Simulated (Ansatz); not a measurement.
Isolated molecules relaxed with PBE0-D4/def2-TZVP in Ansatz; ΔE leaves out vibrations. CCSD(T)/CBS adds triple-zeta CCSD(T) − MP2 to the extrapolated MP2 energy (def2 sets, frozen cores). Functionals use def2-TZVPP. B3LYP here is the variant with VWN-RPA as its local correlation; programs differ in this. Each species was taken in one conformer, which may not be the lowest.

Reaction (isomerisation): `CC(F)C(=N)O` → `C=NC(F)OC`

```
             level  ΔE (kJ/mol)  difference from CCSD(T)/CBS
            PBE-D4        109.3                          4.3
         r2SCAN-D4        109.8                          4.8
           PBE0-D4        109.5                          4.5
          B3LYP-D4        101.4                         -3.6
           ωB97X-V        102.5                         -2.5
           ωB97M-V        105.5                          0.5
            B2PLYP        102.3                         -2.7
               PBE        108.4                          3.4
            r2SCAN        109.7                          4.7
              PBE0        108.7                          3.7
             B3LYP        100.0                         -5.0
     HF/def2-TZVPP         90.0                        -15.0
    MP2/def2-TZVPP        108.9                          3.9
SCS-MP2/def2-TZVPP        101.2                         -3.8
   CCSD/def2-TZVPP         99.9                         -5.1
CCSD(T)/def2-TZVPP        100.8                         -4.2
     HF/def2-QZVPP         89.9                        -15.1
    MP2/def2-QZVPP        111.3                          6.3
SCS-MP2/def2-QZVPP        103.7                         -1.3
      HF/CBS(def2)         89.9                        -15.1
     MP2/CBS(def2)        113.1                          8.1
    CCSD/CBS(def2)        104.0                         -1.0
       CCSD(T)/CBS        105.0                            0
```

Largest T1 diagnostic among the species: 0.013.

In def2-TZVPP, CCSD(T) changes the Hartree–Fock value by +10.8 kJ/mol (the triples alone add +0.9 kJ/mol) and MP2 by +18.9 kJ/mol.
